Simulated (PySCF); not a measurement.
# C4H4P: the cost of one run

The runs use PySCF 2.14.0; levels as typed in each script, gas phase, geometry from GFN2-xTB.

## Step 1: Where the work starts

9 atoms, charge -1, spin multiplicity 1.

Bond lengths: C1–C2 1.210 Å, C1–H6 1.053 Å, C2–P3 1.742 Å, P3–C4 1.774 Å, C4–C5 1.343 Å, C4–H7 1.088 Å, C5–H8 1.079 Å, C5–H9 1.083 Å. Angles: C2–C1–H6 177.1°, C1–C2–P3 174.6°, C2–P3–C4 96.8°, P3–C4–C5 126.0°, P3–C4–H7 115.2°, C5–C4–H7 118.8°, C4–C5–H8 121.9°, C4–C5–H9 121.7°, H8–C5–H9 116.4°.

As a file:

```
C    -2.5678   -0.5962    0.0000
C    -1.4865   -0.0535    0.0000
P    -0.0096    0.8706    0.0000
C     1.1039   -0.5102    0.0000
C     2.4454   -0.4436    0.0000
H    -3.4840   -1.1155    0.0000
H     0.6283   -1.4885    0.0000
H     2.9689    0.4999    0.0000
H     3.0600   -1.3351    0.0000
```

## Step 2: Removing and adding an electron (PBE/def2-svpd)

input.py reads:

```python
import numpy as np
from pyscf import gto, scf, dft
from pyscf.scf import atom_ks, atom_hf
from scipy.linalg import block_diag

def solve(mol, dm0=None, hcore=None):
    mf = (dft.UKS if mol.spin else dft.RKS)(mol, xc='pbe')
    mf.grids.level = 3
    mf = mf.density_fit(auxbasis='def2-universal-jkfit')
    mf.conv_tol, mf.max_cycle = 1e-8, 80
    if hcore is not None:
        mf.get_hcore = lambda *args: hcore
    mf.kernel(dm0)
    if not mf.converged:
        mf = mf.newton().run(mf.mo_coeff, mf.mo_occ, max_cycle=30)
    assert mf.converged, 'SCF not converged'
    return mf

mol = gto.M(atom='''
C     -2.56775    -0.59620     0.00000
C     -1.48652    -0.05346     0.00000
P     -0.00957     0.87064     0.00000
C      1.10390    -0.51018     0.00000
C      2.44543    -0.44357     0.00000
H     -3.48399    -1.11553     0.00000
H      0.62829    -1.48846     0.00000
H      2.96888     0.49992     0.00000
H      3.05998    -1.33507     0.00000
''', basis='def2-svpd', charge=-1, spin=0, verbose=4)
mf = solve(mol)
out = dict(e0=mf.e_tot, dm0=mf.make_rdm1(), c=mf.mo_coeff, occ=mf.mo_occ, eps=mf.mo_energy)
for name, dq, spin in [('cation', 1, 1)]:
    ion = mol.copy().set(charge=mol.charge + dq, spin=spin).build()
    mi = solve(ion)
    if spin and dq > 0 and mol.nao < 130:
        c, _, stable, _ = mi.stability(return_status=True)
        if not stable:
            mi = solve(ion, mi.make_rdm1(c, mi.mo_occ))
    print(name, 'vertical energy change / eV', (mi.e_tot - mf.e_tot) * 27.211386)
    out.update({'e_' + name: mi.e_tot, 'dm_' + name: mi.make_rdm1(), 's2_' + name: mi.spin_square()[0], 'eps_' + name: mi.mo_energy, 'occ_' + name: mi.mo_occ})
# spherically averaged free atoms, for the promolecule
atm = atom_ks.get_atm_nrks(mol, xc='pbe')
pro = block_diag(*[(atm[a[0]][2] * atm[a[0]][3]) @ atm[a[0]][2].T for a in mol._atom])
np.savez('result.npz', pro=pro, **out)
```

Run with:

```sh
> OMP_NUM_THREADS=1 python input.py
```

What time and memory should one allow on 1 thread of Arm Neoverse V2, shared host?

About 44 s, with a peak of 0.53 GiB.
